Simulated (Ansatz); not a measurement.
Geometry optimisation, RHF/def2-SVP (Ansatz).

Input file:

```yaml
crystal:
  periodic: [false, false, false]
  atoms:
    - { symbol: Al, position_ang: [-0.056078, 0.522491, -0.436223] }
    - { symbol: H, position_ang: [0.150868, 0.101892, 2.282913] }
    - { symbol: C, position_ang: [1.726798, 0.017001, -1.039862] }
    - { symbol: H, position_ang: [1.804227, -1.038859, -1.30845] }
    - { symbol: H, position_ang: [2.007509, 0.599259, -1.924639] }
    - { symbol: H, position_ang: [2.476601, 0.22921, -0.271658] }
    - { symbol: H, position_ang: [-1.377044, -0.303841, -0.652624] }
    - { symbol: F, position_ang: [-0.221353, 2.00384, 0.332662] }
    - { symbol: H, position_ang: [0.061173, 0.767107, 2.044081] }
basis:
  gaussian: { orbitals: def2-SVP }
hamiltonian:
  xc: hf
relax:
  f_tol: 0.03
  max_steps: 50
```

Run as:

```bash
$ ansatz run input.yaml --threads 1 --pin off --max-ram 2048MiB --backend cpu --events-out ev --progress --plain --runs-dir out
```

**Question.** Where does it end, and by what steps?

**Answer.** The run converged. After 6 steps the energy has fallen by 0.098 eV; F8 moved furthest, 0.35 Å.

```json
{"step": "0", "energy less start (eV)": "0.0000", "largest force component (eV/Å)": "1.477", "accepted": "yes"}
{"step": "1", "energy less start (eV)": "-0.0720", "largest force component (eV/Å)": "0.665", "accepted": "yes"}
{"step": "2", "energy less start (eV)": "-0.0826", "largest force component (eV/Å)": "0.561", "accepted": "yes"}
{"step": "3", "energy less start (eV)": "-0.0918", "largest force component (eV/Å)": "0.492", "accepted": "yes"}
{"step": "4", "energy less start (eV)": "-0.0959", "largest force component (eV/Å)": "0.225", "accepted": "yes"}
{"step": "5", "energy less start (eV)": "-0.0980", "largest force component (eV/Å)": "0.065", "accepted": "yes"}
{"step": "6", "energy less start (eV)": "-0.0983", "largest force component (eV/Å)": "0.026", "accepted": "yes"}
```

```xyz
9
Properties=species:S:1:pos:R:3
Al -0.077 0.611 -0.534
H 0.213 -0.103 2.334
C 1.721 0.037 -1.031
H 1.795 -1.046 -1.156
H 2.019 0.494 -1.982
H 2.464 0.347 -0.290
H -1.390 -0.241 -0.667
F -0.279 2.162 0.025
H 0.108 0.637 2.327
```

Time of the run: 14 s on 1 thread of Arm Neoverse N1, with other jobs on the host, peak memory 0.12 GiB.
